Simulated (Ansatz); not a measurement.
Consider the atomization: `N/C=C(\N)C=O` → 3 C• + 6 H• + 2 N• + O•.

Isolated molecules relaxed with PBE0-D4/def2-TZVP in Ansatz; ΔE leaves out vibrations. CCSD(T)/CBS adds triple-zeta CCSD(T) − MP2 to the extrapolated MP2 energy (def2 sets, frozen cores). This one scheme is used for every species, atoms too. Functionals use def2-TZVPP. No spin–orbit coupling; open shells (•) take unrestricted orbitals. Spin–orbit coupling would lower the free atoms: a little for C, O. One conformer a species, not always the lowest.

`N/C=C(\N)C=O`:

```xyz
12

N     1.199   -1.363    0.789
C     0.711   -0.119    0.743
C    -0.229    0.294   -0.144
N    -0.739   -0.655   -1.081
C    -0.683    1.668   -0.112
O    -0.308    2.537    0.649
H     0.817   -2.039    0.147
H     1.858   -1.649    1.485
H     1.100    0.602    1.455
H    -1.743   -0.766   -1.008
H    -0.526   -0.405   -2.038
H    -1.456    1.896   -0.884
```

CCSD(T)/CBS gives +4902.8 kJ/mol.

Another level gave +3307.0 kJ/mol. Which?
A. HF/def2-TZVPP
B. CCSD/def2-TZVPP
C. PBE-D4/def2-TZVPP
D. B2PLYP/def2-TZVPP

A. HF/def2-TZVPP 3307.0, B2PLYP 4885.5, CCSD/def2-TZVPP 4648.8, PBE-D4 5138.2 kJ/mol.

Largest T1 diagnostic among the species: 0.016.

In def2-TZVPP, CCSD(T) changes the Hartree–Fock value by +1443.8 kJ/mol (the triples alone add +102.1 kJ/mol) and MP2 by +1567.4 kJ/mol; breaking electron pairs costs correlation energy, which Hartree–Fock lacks. The D4 term adds +36.1 kJ/mol with B3LYP and +19.0 kJ/mol with PBE0; it sums over pairs of atoms, weighted by their polarisabilities, and B3LYP, whose exchange is more repulsive, gets the larger term. From PBE to PBE0 (25 % exact exchange), in def2-TZVPP and without D4, ΔE moves by −159.8 kJ/mol: exact exchange takes away binding that semilocal exchange gives to molecules.

B3LYP here is the variant with VWN-RPA as its local correlation; programs differ in this.

For atomizations the MP2-based limit and the directly extrapolated one differ by several kJ/mol either way, and by 10 to 25 for some Ge, Se and Sn compounds, so smaller differences from it don't rank the levels.
